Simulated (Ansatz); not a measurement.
Geometry optimisation, RKS PBE-D4/def2-SVP in Ansatz.

Input:

```yaml
crystal:
  periodic: [false, false, false]
  atoms:
    - { symbol: C, position_ang: [1.3274, -0.2658, 0.1428] }
    - { symbol: C, position_ang: [0.2911, 0.645, -0.1267] }
    - { symbol: C, position_ang: [-1.1753, 0.2907, -0.159] }
    - { symbol: "N", position_ang: [-1.5925, -0.8559, 0.0682] }
    - { symbol: H, position_ang: [2.3147, 0.1054, 0.1107] }
    - { symbol: H, position_ang: [1.1077, -1.2526, 0.347] }
    - { symbol: H, position_ang: [0.5436, 1.6911, -0.3344] }
    - { symbol: H, position_ang: [-1.7795, 1.1482, -0.3817] }
    - { symbol: H, position_ang: [-0.9488, -1.5523, 0.316] }
basis:
  gaussian: { orbitals: def2-SVP }
hamiltonian:
  xc: pbe
  dispersion: d4
relax:
  f_tol: 0.015
  max_steps: 40
```

Run as:

```bash
$ ansatz run input.yaml --threads 1 --pin off --max-ram 2048MiB --backend cpu --events-out ev --progress --plain --runs-dir out
```

Q: Where does it end, and by what steps?

A: The run converged. After 7 steps the energy has fallen by 0.521 eV; N4 moved furthest, 0.10 Å.

| step | energy less start (eV) | largest force component (eV/Å) | accepted |
| --- | --- | --- | --- |
| 0 | 0.0000 | 4.321 | yes |
| 1 | -0.4151 | 1.910 | yes |
| 2 | -0.4537 | 0.887 | yes |
| 3 | -0.5092 | 0.344 | yes |
| 4 | -0.5189 | 0.137 | yes |
| 5 | -0.5191 | 0.162 | yes |
| 6 | -0.5205 | 0.021 | yes |
| 7 | -0.5207 | 0.005 | yes |

```xyz
9
Properties=species:S:1:pos:R:3
C 1.323 -0.216 0.130
C 0.312 0.639 -0.126
C -1.130 0.286 -0.143
N -1.692 -0.848 0.080
H 2.372 0.114 0.124
H 1.139 -1.282 0.354
H 0.545 1.695 -0.346
H -1.809 1.133 -0.384
H -0.972 -1.567 0.295
```

Time of the run: 20 s on 1 thread of Arm Neoverse V1 (shared host), peak memory 0.14 GiB.
